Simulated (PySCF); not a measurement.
Compound: C5H7N.
SMILES with atom numbers: `[H]/[N:6]=[CH:5]/[C:3]([CH:2]=[CH2:1])=[CH2:4]` (hydrogens: H7, H8 on C1; H9 on C2; H10, H11 on C4; H12 on C5; H13 on N6)

Cartesian coordinates in Å at the GFN2-xTB level; atoms count from 1:
```xyz
13
C5H7N angstrom
C      1.9449    0.4460   -0.7650
C      1.1130   -0.5289   -0.4183
C     -0.2446   -0.4047    0.1038
C     -0.9554   -1.4999    0.4078
C     -0.8455    0.9189    0.3006
N     -2.0176    1.0354    0.7508
H      2.9301    0.2271   -1.1404
H      1.6987    1.4918   -0.6964
H      1.4460   -1.5550   -0.5206
H     -1.9550   -1.4021    0.7920
H     -0.5569   -2.4924    0.2801
H     -0.2124    1.7729    0.0339
H     -2.3497    1.9913    0.8540
```

Method used: TDDFT wB97X-D/def2-SVPD, vertical, gas phase, core orbitals frozen in the response in PySCF.

Computed states:

| state | E (eV) | f |
| --- | --- | --- |
| S1 | 4.48 | 0.0008 |
| S2 | 5.04 | 0.173 |
| S3 | 6.19 | 0.345 |
| S4 | 6.68 | 0.232 |
| S5 | 6.68 | 0.0005 |
| S6 | 7.09 | 0.0065 |
| S7 | 7.17 | 0.0002 |
| S8 | 7.55 | 0.018 |

Broadening: Gaussians 0.5 eV wide at half height, area fixed by f = 4.319×10⁻⁹ ∫ε dν̃. The width is an assumption, not a result. The curve ends short of the highest state used, and states not computed would add to its high-energy end.

Question: Give the broadened spectrum and its maxima.

Answer: 
E (eV), ε (L mol⁻¹ cm⁻¹) and a bar:
```
     3.73          0 
     3.80          0 
     3.88          1 
     3.95          2 
     4.03          5 
     4.10          9 
     4.18         19 
     4.25         33 
     4.33         67 
     4.40        136 
     4.48        321 
     4.55        671 #
     4.63       1443 ##
     4.70       2560 ####
     4.78       4356 #######
     4.85       6195 #########
     4.93       8121 ############
     5.00       9165 ##############
     5.08       9214 ##############
     5.15       8241 #############
     5.23       6350 ##########
     5.30       4501 #######
     5.38       2668 ####
     5.45       1531 ##
     5.53        814 #
     5.60        669 #
     5.68       1091 ##
     5.75       2116 ###
     5.83       4276 #######
     5.90       7128 ###########
     5.98      11227 #################
     6.05      14919 #######################
     6.13      18216 ############################
     6.20      19592 ##############################
     6.28      19310 ##############################
     6.35      18012 ############################
     6.43      16372 #########################
     6.50      15414 ########################
     6.57      14919 #######################
     6.65      14353 ######################
     6.72      13290 ####################
     6.80      11160 #################
     6.87       8738 #############
     6.95       5924 #########
```

Maxima: 246 nm (5.04 eV), ε about 9400, made up of S2 (100%); 199 nm (6.23 eV), ε about 20000, made up of S3 (93%) (ε in L mol⁻¹ cm⁻¹; maxima over ε = 5, shares over 10%).

Question: What would ε be at 6.23 eV, the highest of these maxima, with half the width (0.25 eV)?

Answer: About 35200 L mol⁻¹ cm⁻¹ against 19700, a factor of about 1.8; a lone state at its own centre would give exactly 2.

Question: Coming from long wavelengths, where does ε first pass 100 L mol⁻¹ cm⁻¹?

Answer: At about 284 nm (4.37 eV), 0.10 eV below S1.

Question: On this curve, what absorbance would a 10⁻⁵ mol/L sample give at 254 nm over a 1 cm path?

Answer: 254 nm is 4.881 eV, where ε is about 7000 L mol⁻¹ cm⁻¹, so A = ε c l ≈ 0.07 (Beer–Lambert, with the gas-phase spectrum and the assumed width).

One conformer stands for the species.
